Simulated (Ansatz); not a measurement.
Voigt–Reuss–Hill bulk modulus (GPa) of solids drawn from the class of oxides, at two levels: PBE (plane waves, PAW; Ansatz, a quantum-chemistry and plane-wave program), and r²SCAN (Ansatz, PAW).

```
solid                             PBE  r²SCAN  shift (%)
-------------------------------  ----  ------  ---------
SiO₂ (P4₁2₁2, No. 92)            15.8    14.8       -6.3
anatase TiO₂ (metastable phase)   181     199       +9.9
rutile SnO₂                       172     207        +20
rutile TiO₂                       208     235      +13.0
stishovite (SiO2)                 269     310      +15.2
A-type hexagonal La₂O₃            114     122       +7.0
```

The shifts run from -6.3 % to +20 %, with a median of +11.5 %.

Over all 6 rows r²SCAN is the larger in 5.

Database compounds that came out metallic weren't drawn.

Ansatz's runs of these crystals have no spin polarisation.

Spin–orbit coupling is left out, also for the solids with elements from indium on (rutile SnO2, A-type hexagonal La2O3); its size isn't shown.

Each level is taken at its own relaxed cell. Ansatz's density-functional and Hartree–Fock values are scalar-relativistic unless marked +SOC, with PAW data made under PBE.
